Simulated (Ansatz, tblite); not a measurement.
Removing and adding an electron: B(H2S)H3 (BH5S). Charge 0, multiplicity 1. Geometry: B3LYP-D4/def2-TZVP. Ansatz, gas phase; energy differences of separate SCF runs; the oxidised species was run as a doublet alone; the reduced species was run as a doublet alone.

Cartesian coordinates in Å:
```
B 0.4965 -0.3996 0.6153
S -0.6277 0.9298 -0.4288
H -0.0825 0.8973 -1.6595
H -1.6929 0.2008 -0.8122
H 1.5086 0.2379 0.7370
H 0.5612 -1.3812 -0.0684
H -0.1632 -0.4850 1.6167
```

The xTB rows come from tblite. Correlated methods freeze 6 core orbitals. In CCSD on the charge -1 doublet the largest single amplitude is 0.16, so its Hartree–Fock determinant may place the open shell otherwise than the density functionals do. HOMO above LUMO, or a gap near zero within one spin, warns that the state may not be the lowest or that an electron is smeared out.

| level | −HOMO (eV) | vertical IE (eV) | −LUMO (eV) | vertical EA (eV) | HOMO–LUMO gap (eV) | IE − EA (eV) | remarks |
| --- | --- | --- | --- | --- | --- | --- | --- |
| GFN1-xTB | 11.29 | 15.09 | 5.78 | 1.24 | 5.51 | 13.85 | – |
| GFN2-xTB | 10.71 | 14.10 | 6.22 | 2.78 | 4.49 | 11.32 | – |
| HF/def2-TZVPD | – | – | – | -0.88 | – | – | HOMO above zero (-1 doublet) |
| HF/def2-TZVPP | – | 10.42 | – | – | – | – | – |
| PBE-D4/def2-TZVP | 7.06 | 10.63 | 1.36 | – | 5.70 | – | gap within one spin near zero (+1 doublet) |
| PBE-D4/def2-TZVPD | 7.08 | – | 1.41 | -0.30 | 5.66 | – | HOMO above zero (-1 doublet) |
| r2SCAN-D4/def2-TZVP | 7.37 | 10.73 | 1.05 | – | 6.32 | – | – |
| r2SCAN-D4/def2-TZVPD | 7.38 | – | 1.08 | -0.44 | 6.30 | – | HOMO above zero (-1 doublet) |
| PBE0-D4/def2-TZVP | 8.41 | 10.89 | 0.34 | – | 8.07 | – | – |
| PBE0-D4/def2-TZVPD | 8.42 | – | 0.60 | -0.39 | 7.82 | – | HOMO above zero (-1 doublet) |
| MP2/def2-TZVPD | – | – | – | -0.61 | – | – | HOMO above zero (-1 doublet) |
| MP2/def2-TZVPP | – | 11.21 | – | – | – | – | – |
| CCSD/def2-TZVPD | – | – | – | -0.58 | – | – | HOMO above zero (-1 doublet) |
| CCSD/def2-TZVPP | – | 11.18 | – | – | – | – | – |
| CCSD(T)/def2-TZVPD | – | – | – | -0.55 | – | – | HOMO above zero (-1 doublet) |
| CCSD(T)/def2-TZVPP | – | 11.16 | – | – | – | – | – |

   A HOMO above zero means that the electron is unbound at that level or that self-interaction error raises the level; the energy of removing that electron tells which. Raw xTB energy differences between charge states are shifted by several eV; the methods need an empirical correction for them. A negative affinity means that the extra electron isn't bound; its size then hangs on the basis.
